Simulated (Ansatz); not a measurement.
Relaxation of AlFH₄ (6 atoms, charge 0, multiplicity 1), to a largest force component of 0.03 eV/Å in at most 50 steps.

Computed with Ansatz, RKS B3LYP-D4/def2-SVPD.

```xyz
6
Properties=species:S:1:pos:R:3:forces:R:3
Al -0.003 0.234 -0.003 0.00 -0.09 0.03
F 0.001 0.359 1.683 -0.01 0.28 0.07
H 1.394 0.237 -0.716 0.06 0.01 -0.02
H -1.404 0.179 -0.705 -0.05 0.00 -0.02
H 0.091 -2.344 0.967 0.07 -1.33 -1.01
H 0.056 -1.749 1.375 -0.07 1.12 0.95
```

Where does it end, and by what steps?

The run converged. After 8 steps the energy has fallen by 0.118 eV; H5 moved furthest, 0.40 Å.

```
step  energy less start (eV)  largest force component (eV/Å)  accepted
   0                  0.0000                           1.328       yes
   1                 -0.0675                           0.386       yes
   2                 -0.0711                           1.028       yes
   3                 -0.0967                           0.506       yes
   4                 -0.1019                           0.194       yes
   5                 -0.1171                           0.084       yes
   6                 -0.1176                           0.035       yes
   7                 -0.1176                           0.033       yes
   8                 -0.1177                           0.006       yes
```

```xyz
6
Properties=species:S:1:pos:R:3
Al 0.003 0.152 0.110
F -0.005 0.700 1.710
H 1.403 0.045 -0.599
H -1.396 -0.030 -0.587
H 0.073 -2.130 0.635
H 0.057 -1.821 1.333
```

Whether the end is a true minimum wasn't checked by a vibrational analysis.

The run took 20 s on 1 thread of Arm Neoverse V1, with other jobs on the host, peak memory 0.11 GiB.
